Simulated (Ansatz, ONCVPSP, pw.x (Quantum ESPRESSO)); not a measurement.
What a changed setting does to a pw.x run (bcc Ga)

Potential: optimised norm-conserving Vanderbilt (ONCV), ONCVPSP 4.0.1.1 (patched build), PBEsol; core [Ar] 3d10, reference 4s2 4p1; waves: 4s: rc 1.45 bohr, ncon 3, nbas 7, qcut 4 1/bohr, 2 projectors, debl 3.4 Ha; 4p: rc 2.65 bohr, ncon 3, nbas 6, qcut 3.3 1/bohr, 2 projectors, debl 4 Ha; d scattering state at 0.05 Ha: rc 2.45 bohr, ncon 4, nbas 8, qcut 4.3 1/bohr, 1 projector; local part: polynomial inside 1.40 bohr (lpopt 5, dvloc0 -2 Ha); core correction: none.

The reference run (k-mesh 14³, cutoffs 45/180 Ry, Fermi–Dirac 0.01 Ry, mixing_beta 0.4, conv_thr 1e-9, no spin) gives -0.38 GPa at 18.120 Å³/atom, where all-electron LAPW gives -0.58 GPa. This run, with its own iteration cap, changes k-mesh points per axis to 1, a wrong or extreme entry chosen on purpose.

```
&control
  calculation='scf', prefix='x', pseudo_dir='./', outdir='./tmp', tstress=.true., disk_io='none'
/
&system
  ibrav=0, nat=1, ntyp=1, ecutwfc=45, ecutrho=180, nbnd=8,
  occupations='smearing', smearing='fd', degauss=0.01
/
&electrons
  conv_thr=1e-09, mixing_beta=0.4, electron_maxstep=70
/
ATOMIC_SPECIES
Ga 1.0 Ga.UPF
CELL_PARAMETERS angstrom
  -1.65462431 1.65462431 1.65462431
  1.65462431 -1.65462431 1.65462431
  1.65462431 1.65462431 -1.65462431
ATOMIC_POSITIONS crystal
Ga 0.0000 0.0000 0.0000
K_POINTS automatic
1 1 1 0 0 0
```

```bash
pw.x < Ga.scf.in > Ga.scf.out
```

Problem. How does the run end?

Solution. It converges in 6 iterations; the free energy moves by +3.66 eV/atom and the pressure by +42.94 GPa. The result is not a property of the crystal.

```
Message from routine setup:
     using ibrav=0 with symmetry is DISCOURAGED, use correct ibrav instead
     lattice parameter (alat)  =       5.4158  a.u.
     unit-cell volume          =     122.2798 (a.u.)^3
     number of electrons       =         3.00
     number of Kohn-Sham states=            8
     kinetic-energy cutoff     =      45.0000  Ry
     charge density cutoff     =     180.0000  Ry
     scf convergence threshold =      1.0E-09
     Exchange-correlation= PBESOL
     number of k points=     1  Fermi-Dirac smearing, width (Ry)=  0.0100
     iteration #  1     ecut=    45.00 Ry     beta= 0.40
     total energy              =      -4.17664447 Ry
     estimated scf accuracy    <       0.00417154 Ry
     iteration #  2     ecut=    45.00 Ry     beta= 0.40
     total energy              =      -4.17690087 Ry
     estimated scf accuracy    <       0.00142833 Ry
     iteration #  3     ecut=    45.00 Ry     beta= 0.40
     total energy              =      -4.17693401 Ry
     estimated scf accuracy    <       0.00000178 Ry
     iteration #  4     ecut=    45.00 Ry     beta= 0.40
     total energy              =      -4.17693482 Ry
     estimated scf accuracy    <       0.00000045 Ry
     iteration #  5     ecut=    45.00 Ry     beta= 0.40
     total energy              =      -4.17693484 Ry
     estimated scf accuracy    <          3.5E-09 Ry
     iteration #  6     ecut=    45.00 Ry     beta= 0.40
     the Fermi energy is    18.9657 ev
!    total energy              =      -4.17693484 Ry
     estimated scf accuracy    <          9.6E-10 Ry
     smearing contrib. (-TS)   =      -0.02703367 Ry
     The total energy is F=E-TS. E is the sum of the following terms:
     one-electron contribution =       2.63441245 Ry
     hartree contribution      =       0.04753445 Ry
     xc contribution           =      -1.59434649 Ry
     ewald contribution        =      -5.23750158 Ry
     convergence has been achieved in   6 iterations
          total   stress  (Ry/bohr**3)                   (kbar)     P=      425.63
     Message from routine punch:
     Nothing written, as per user request (disk_io='none')
```

The run took about 0.4 s on one core of a shared host (Neoverse-N1, 64 threads, 124 GiB, load 59).
